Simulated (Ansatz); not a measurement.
Reaction: CH3NOSi (isocyanatosilane, SMILES O=C=N[SiH3]) → SiH3 (SMILES [SiH3], doublet) + NCO (SMILES C(=O)=[N], doublet) (the N-Si bond breaks)
Each species at its own B3LYP-D3(BJ)/def2-TZVP minimum (Ansatz, a program for electronic structure).

Property: bond dissociation energy (electronic), in kJ/mol. Radicals and triplets start from unrestricted determinants; spin-orbit coupling is neglected. CBS(X,Y): correlation extrapolated as X^-3, Hartree-Fock from the larger set. A bracket is a step between two methods taken in the basis named. Functionals run without relativity, which enters their misses. 'core' is core correlation in cc-pwCVTZ (1s frozen past Ne), 'X2C' scalar relativity in cc-pVTZ-DK, both at CCSD(T). The UHF reference of CNO ([N]=C=O, doublet) is spin-contaminated (<S^2> up to 0.10 over the pure value in the sets run).

CCSD(T)/CBS(cc-pV(T+d)Z,cc-pV(Q+d)Z) + [CCSDT(Q) - CCSD(T)]/cc-pV(D+d)Z + core + X2C (Ansatz) gives 502.5 kJ/mol.

Q: How far off this value is PBE/def2-TZVPD (Ansatz), in which direction, and how far these levels: r2SCAN/def2-TZVPD, PBE0/def2-TZVPD, wB97M-V/def2-TZVPD, CCSD(T)/CBS(cc-pV(T+d)Z,cc-pV(Q+d)Z) + core + X2C?

A: PBE gives 475.4 kJ/mol, 27.1 kJ/mol below it. Differences of the others: r2SCAN/def2-TZVPD (Ansatz) -26.6; PBE0/def2-TZVPD (Ansatz) -18.5; wB97M-V/def2-TZVPD (Ansatz) -0.8; CCSD(T)/CBS(cc-pV(T+d)Z,cc-pV(Q+d)Z) + core + X2C (Ansatz) 3.3 kJ/mol.
